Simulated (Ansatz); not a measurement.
# Strength of the N–H bond: C3H7N → C3H6N + H

Species: C3H7N (N-methylethenamine) `C=CNC`, singlet; C3H6N `C=C[N]C`, doublet; H atom, doublet. 

Shapes, held fixed at every level: PBE0-D4/def2-TZVP. Flexible molecules stand in one conformer, not always the lowest. Programs: Ansatz 0.2.0. The zero-point and thermal change to 298 K, harmonic and unscaled (PBE0-D4/def2-TZVP), is -32.3 kJ/mol.

Estimate ΔH(298 K) of this reaction.

B2PLYP/def2-TZVPP gives ΔH(298 K) = +346.9 kJ/mol; the levels span +225.7 to +390.1. The median of the levels is +338.3. Hartree–Fock misses the correlation of the pair that is broken and comes out low. No measured value is set beside it here. Spin contamination: C3H6N (⟨S²⟩ up to 0.96). Open shells run unrestricted unless RO is named.

```csv
level,kind,ΔH(298 K) (kJ/mol)
HF/def2-TZVPP,Hartree–Fock,+225.7
SPW92/def2-TZVPP,LDA,+390.1
PBE-D4/def2-TZVPP,GGA,+335.8
r2SCAN-D4/def2-TZVPP,meta-GGA,+328.7
B3LYP-D4/def2-TZVPP,global hybrid,+341.9
PBE0-D4/def2-TZVPP,global hybrid,+338.3
B2PLYP/def2-TZVPP,double hybrid,+346.9
```
